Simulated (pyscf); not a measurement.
## Elimination: `[OH][CH2][OH]` → `[CH2]=[O]` + `[OH2]`

Gas phase, singlet surface, charge 0. Bonds broken: O1–H7, C2–O3. Bonds formed: O3–H7. PySCF, gas phase, ωB97X-D3(BJ)/def2-SVP geometries. Correlated levels are frozen-core, on RHF or UHF. ΔMP2 is the change of the MP2 total energy from the triple- to the quadruple-zeta basis.

Transition state (Å):

```xyz
7

O     -1.4678     1.0528    -0.4991
C     -0.6209     0.4971     0.3063
O     -0.2257    -0.7290    -0.7696
H     -0.6851    -1.5494    -0.5276
H     -0.9820    -0.0469     1.2106
H      0.3748     0.9582     0.4785
H     -1.0030     0.0142    -1.2039
```

One imaginary mode, 1659i cm⁻¹; descent along it reached the two sides named.

```tsv
bond	change	reactant side (Å)	saddle	product side
O1–H7	breaks	0.966	1.338	3.0
C2–O3	breaks	1.397	1.678	2.7
O3–H7	forms	2.516	1.160	0.966
```

Electronic energies relative to the reactant's lowest minimum found (kcal/mol):

```csv
level,barrier,reaction energy,reverse barrier
ωB97X-D3(BJ)/def2-TZVP,49.8,+16.7,33.1
PBE/def2-TZVP,42.0,+15.8,26.3
r²SCAN/def2-TZVP,45.3,+17.5,27.8
B3LYP-D3(BJ)/def2-TZVP,47.3,+14.3,33.1
PBE0-D3(BJ)/def2-TZVP,48.0,+19.1,28.8
M06-2X/def2-TZVP,50.2,+18.5,31.7
ωB97M-D3(BJ)/def2-TZVP,48.5,+15.5,33.0
HF/def2-TZVP,62.1,+12.1,50.0
MP2/def2-QZVPP,48.1,+14.4,33.7
CCSD/def2-TZVPP,52.5,+14.2,38.3
CCSD(T)/def2-TZVPP,49.5,+13.9,35.6
CCSD(T)/def2-TZVPP + ΔMP2(QZVPP),49.5,+14.0,35.5
```

With CCSD(T)/def2-TZVPP + ΔMP2(QZVPP) energies and thermal terms (ideal gas, 1 atm, RRHO with modes under 100 cm⁻¹ raised to 100, one conformer, R ln 2 for rigid chiral ones), in kcal/mol:

```json
[
 {"T (K)": "298", "ΔH‡": "45.0", "ΔG‡": "44.8", "ΔH": "+9.8", "ΔG": "-0.7"},
 {"T (K)": "600", "ΔH‡": "44.8", "ΔG‡": "44.7", "ΔH": "+9.9", "ΔG": "-11.5"},
 {"T (K)": "900", "ΔH‡": "44.6", "ΔG‡": "44.7", "ΔH": "+9.3", "ΔG": "-22.1"},
 {"T (K)": "1200", "ΔH‡": "44.4", "ΔG‡": "44.7", "ΔH": "+8.4", "ΔG": "-32.4"}
]
```

This is the saddle that the search found; another between the same sides may lie lower. The CCSD(T) − MP2 part came from Ansatz, without density fitting, on the same reference.
